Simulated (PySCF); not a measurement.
Which level of theory gave which numbers?

Compound: CS2.
Cartesian coordinates in Å at the PBE0-D3(BJ)/def2-SVP level; atoms count from 1:
```xyz
3
CS2 angstrom
S     -1.554    0.179    0.000
C      0.000    0.103    0.000
S      1.554    0.028    0.000
```

The closed-shell ground state was solved 6 times with PySCF (density fitting, gas phase), always in the pcSseg-1 basis (65 functions), with these functionals: B3LYP, CAM-B3LYP, HF, PBE, PBE0 and wB97X-D.

| row | total energy (Eh) | HOMO (eV) | LUMO (eV) |
| --- | --- | --- | --- |
| P | -834.1244 | -7.93 | -2.02 |
| Q | -834.4896 | -7.67 | -2.15 |
| R | -834.4205 | -9.69 | -0.38 |
| S | -834.0799 | -6.86 | -2.77 |
| T | -834.4470 | -9.05 | -0.91 |
| U | -832.8573 | -10.22 | 1.35 |

Which functional belongs to which row?

P = PBE0, Q = B3LYP, R = wB97X-D, S = PBE, T = CAM-B3LYP, U = HF. By rising HOMO–LUMO gap: PBE (GGA) 4.09 eV; B3LYP (global hybrid, 20 % exact exchange) 5.52 eV; PBE0 (global hybrid, 25 % exact exchange) 5.91 eV; CAM-B3LYP (range-separated hybrid) 8.14 eV; wB97X-D (range-separated hybrid) 9.31 eV; HF (all exact exchange) 11.57 eV. Total energies of different functionals aren't bounds to one another; each is stationary for its own functional.

Note: wB97X-D ran without an empirical dispersion term, which enters the total energy and its gradient alone.
